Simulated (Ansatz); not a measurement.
Molecule: C2F3, charge 0, multiplicity 2. It need not be the lowest isomer of its formula. 
Coordinates optimised at B3LYP-D3(BJ)/def2-TZVP (Ansatz, a first-principles code):
```
C
C 1 1.3115
F 2 1.3045 1 129.75
F 1 1.3195 2 123.31 3 180.00
F 1 1.3269 2 124.94 3 0.00
```
Charge 0, spin multiplicity 2.

Basis-set convergence of Hartree-Fock and CCSD correlation energies (hartree) with Ansatz. Cores are frozen in the correlated levels unless marked. Open shells are spin-unrestricted. No spin-orbit coupling. Non-relativistic.

The UHF reference is spin-contaminated (<S^2> 0.19 over the pure value in the largest basis). 

| basis | functions | E(HF) | E(corr, CCSD) |
|---|---|---|---|
| cc-pVDZ | 70 | -373.94032 | -0.79470 |
| cc-pVTZ | 150 | ? | ? |

Q: Some entries are withheld; supply them.

A: 
- cc-pVTZ, E(HF): -374.06600
- cc-pVTZ, E(corr, CCSD): -1.02348
